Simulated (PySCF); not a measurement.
Compound: C₄H₅N.
Numbering: `[CH:1]#[C:2][C@@H:3]1[CH2:4][NH:5]1` (hydrogens: H6 on C1; H7 on C3; H8, H9 on C4; H10 on N5)

Computed with PBE0-D3(BJ)/def2-SVP geometry optimisation, gas phase in PySCF 2.14.0.

(1) List the bond lengths, angles and torsions at this level.

Results:

(1) 
| bond | length (Å) |
| --- | --- |
| C1≡C2 | 1.212 |
| C2–C3 | 1.441 |
| C3–C4 | 1.490 |
| C4–N5 | 1.445 |
| C3–N5 | 1.462 |
| C1–H6 | 1.074 |
| C3–H7 | 1.097 |
| C4–H8 | 1.095 |
| C4–H9 | 1.095 |
| N5–H10 | 1.019 |

A selection of angles:
| angle | degrees |
| --- | --- |
| C2–C1–H6 | 179.8 |
| C1–C2–C3 | 178.9 |
| C2–C3–C4 | 119.5 |
| C2–C3–N5 | 120.2 |
| C2–C3–H7 | 114.6 |
| C4–C3–N5 | 58.6 |
| C4–C3–H7 | 118.5 |
| N5–C3–H7 | 114.1 |
| C3–C4–N5 | 59.7 |
| C3–C4–H8 | 117.0 |
| C3–C4–H9 | 118.9 |
| N5–C4–H8 | 119.6 |
| N5–C4–H9 | 115.7 |
| H8–C4–H9 | 115.0 |
| C4–N5–H10 | 110.9 |
| C3–N5–C4 | 61.6 |
| C3–N5–H10 | 109.8 |

Dihedral angles: C2–C3–C4–N5 -109° (anticlinal); C2–C3–N5–C4 108° (anticlinal).

The 3 C–C bonds span 1.212 Å (C1≡C2, drawn triple) to 1.490 Å (C3–C4, drawn single), a spread of 0.278 Å. The 3-membered ring C3–C4–N5 has internal angles of 58.6° to 61.6°. N5 (secondary amine nitrogen) is pyramidal (angles 110.9°, 109.8° and 61.6°, sum 282.3°, 0.61 Å off the plane of its three neighbours).

Point group: C1 (no symmetry element, even within 0.4 Å). No PBE0-D3(BJ)/def2-SVP frequencies stand behind this structure, so it isn't proved a minimum.
